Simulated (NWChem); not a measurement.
Atomisation of carbon tetrachloride (CCl₄)

```xyz
5

Cl     1.4595     0.0000     1.0320
C      0.0000     0.0000     0.0000
Cl    -1.4595     0.0000     1.0320
Cl     0.0000     1.4595    -1.0320
Cl     0.0000    -1.4595    -1.0320
```
Charge 0, spin multiplicity 1.

Everything below was run with NWChem. The geometry was optimised at B3LYP/def2-SVP, a minimum by its harmonic frequencies.

Basis set: def2-TZVP. The atomisation energy is electronic alone: no zero-point, thermal, spin-orbit or counterpoise terms. No value is extrapolated to the basis-set limit. Free atoms are single determinants with multiplicities Cl 2, C 3. Correlated methods freeze the same cores in atoms and molecule, 21 orbitals in all.

B3LYP has NWChem's definition, with VWN1-RPA local correlation. No SCF solution was tested for a lower state. Open-shell Hartree-Fock references start from PBE0 orbitals.

**Question.** Order these methods by the atomisation energy they give, lowest first: BHandHLYP, B3LYP, PBE0, BP86, PBE, HF.

**Answer.** HF (178.2 kcal/mol), BHandHLYP (276.8 kcal/mol), B3LYP (296.8 kcal/mol), PBE0 (318.2 kcal/mol), BP86 (325.6 kcal/mol), PBE (334.2 kcal/mol)
